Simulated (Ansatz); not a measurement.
Input file:

```yaml
crystal:
  periodic: [false, false, false]
  atoms:
    - {symbol: Si, position_ang: [0.000000, 0.049312, 1.158451]}
    - {symbol: Al, position_ang: [0.000000, -0.101211, -1.313837]}
    - {symbol: H, position_ang: [0.000000, 1.430438, 1.723316]}
    - {symbol: H, position_ang: [1.198904, -0.658842, 1.694066]}
    - {symbol: H, position_ang: [-1.198904, -0.658842, 1.694066]}
    - {symbol: H, position_ang: [0.000000, 1.222494, -2.220719]}
basis:
  gaussian: {orbitals: STO-3G}
magnetization: {spin_polarized: false, initial_magnetization: 1}
correlation: {method: ccsdt, electrons: valence}
output: {forces: true}
```

```sh
$ ansatz run in.yaml --threads 1 --pin off --events-out ev --progress --plain --max-ram 2393MiB
```

Output:

```
376 factors; integrals over basis functions are off by at most 2.6e-8 eV
mean field evaluation 1: about -14335.2572 eV, gradient 1.1e1 eV
mean field evaluation 2: about -14335.2629 eV, gradient 1.1e1 eV
mean field evaluation 4: about -14336.4670 eV, gradient 1.1e0 eV
mean field evaluation 8: about -14336.4963 eV, gradient 3.3e-6 eV
mean field evaluation 16: about -14336.5046 eV, gradient 2.5e-2 eV
mean field evaluation 32: about -14333.0919 eV, gradient 7.4e-2 eV
mean field -14336.49625396 eV, -526.8565197070 hartree, gradient 1.2e-6 eV, S^2 0.750000; 2 other end points of the search recorded, 0 dependent functions left out
determinant -14336.49625396 eV, -526.8565197070 hartree, with singles and doubles -14339.02392723 eV, -526.9494099861 hartree
determinant -14333.09166931 eV, -526.7314035288 hartree, with singles and doubles -14336.03406906 eV, -526.8395347249 hartree
10 core orbitals not correlated: weight in the atoms' cores, before any rotation towards them, 0.999 or more for the frozen orbitals, at most 0.000 for the correlated occupied ones
reference -14336.49625396 eV, -526.8565197070 hartree; 6, 5 occupied and 6, 7 virtual orbitals, 376 factors
second order -1.66581337 eV of doubles, -0.01339679 eV of singles
cycle   1  -2.21047231 eV  change   -5.3e-1 eV  update   6.7e-2
cycle   2  -2.54399821 eV  change   -3.3e-1 eV  update   2.9e-2
cycle   3  -2.55967192 eV  change   -1.6e-2 eV  update   7.0e-3
cycle   4  -2.56356537 eV  change   -3.9e-3 eV  update   3.0e-3
cycle   5  -2.56358928 eV  change   -2.4e-5 eV  update   1.3e-3
cycle   6  -2.56283258 eV  change    7.6e-4 eV  update   5.4e-4
cycle   7  -2.56285055 eV  change   -1.8e-5 eV  update   1.9e-4
cycle   8  -2.56301035 eV  change   -1.6e-4 eV  update   7.0e-5
cycle   9  -2.56300302 eV  change    7.3e-6 eV  update   3.0e-5
cycle  10  -2.56298986 eV  change    1.3e-5 eV  update   1.3e-5
cycle  11  -2.56298176 eV  change    8.1e-6 eV  update   6.2e-6
cycle  12  -2.56298513 eV  change   -3.4e-6 eV  update   2.6e-6
cycle  13  -2.56298712 eV  change   -2.0e-6 eV  update   1.0e-6
cycle  14  -2.56298663 eV  change    4.9e-7 eV  update   3.7e-7
the calculation of the forces begins
Total energy: -14339.05924060 eV, -526.9507077286 hartree
Atom 0 at     0.000000     0.049312     1.158451 Å, force     0.000000     0.002310    -1.321644 eV/Å
Atom 1 at     0.000000    -0.101211    -1.313837 Å, force     0.000000     0.819328     0.670371 eV/Å
Atom 2 at     0.000000     1.430438     1.723316 Å, force    -0.000000    -0.886571    -0.128283 eV/Å
Atom 3 at     1.198904    -0.658842     1.694066 Å, force    -0.775313     0.475619    -0.090782 eV/Å
Atom 4 at    -1.198904    -0.658842     1.694066 Å, force     0.775313     0.475619    -0.090782 eV/Å
Atom 5 at     0.000000     1.222494    -2.220719 Å, force     0.000000    -0.886304     0.961120 eV/Å
Dipole moment:     0.000000    -0.248190    -0.379186 e Å
```

Forces (eV/Å):
```
Si   0.000  0.002 -1.322
Al   0.000  0.819  0.670
H    0.000 -0.887 -0.128
H   -0.775  0.476 -0.091
H    0.775  0.476 -0.091
H    0.000 -0.886  0.961
```

Ran on 1 thread of INTEL XEON PLATINUM 8581C, shared host: 1.1 s wall, 0.1 GiB peak host memory.
